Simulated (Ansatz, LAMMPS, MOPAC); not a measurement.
# Ladder of methods for the equilibrium lattice constant a of cubic BN

Reference value: 3.593 Å (measured, corrected for zero-point motion; as tabulated in Goldzak et al. (2022), arXiv:2208.04865).

| level (code) | value (Å) | error (%) |
|---|---|---|
| ExTeP BN.extep (LAMMPS) | 3.557 | -1.00 |
| MNDO semi-empirical Hartree-Fock (MOPAC) | 3.689 | +2.67 |
| LDA (Ansatz) | 3.581 | -0.33 |
| PBE (Ansatz) | 3.625 | +0.89 |
| Hartree–Fock (Ansatz) | 3.599 | +0.17 |

Once the reference is moved by up to 0.11 % (a margin picked here for doubts on the reference and the settings) and values within 0.10 % count as equal, the nearest can be Hartree–Fock (+0.17 %) or LDA (-0.33 %). Among them MNDO semi-empirical Hartree-Fock (MOPAC) (+2.67 %) misses by most. Within 0.5 %: LDA, Hartree–Fock.

MNDO semi-empirical Hartree-Fock (MOPAC): the method was fitted mainly to molecules. MNDO semi-empirical Hartree-Fock (MOPAC): the run uses a supercell at the zone centre in place of a k mesh. Cutoffs and k meshes differ between the levels. Ansatz's density-functional and Hartree–Fock values are scalar-relativistic unless marked +SOC, with PAW data made under PBE.

Empirical potentials (ExTeP BN.extep) are fitted to chosen data: where that held the value shown, agreement is built in, and what lay outside the fit can be far off.

Differences are worked out from the printed values.

Ansatz is a first-principles code.
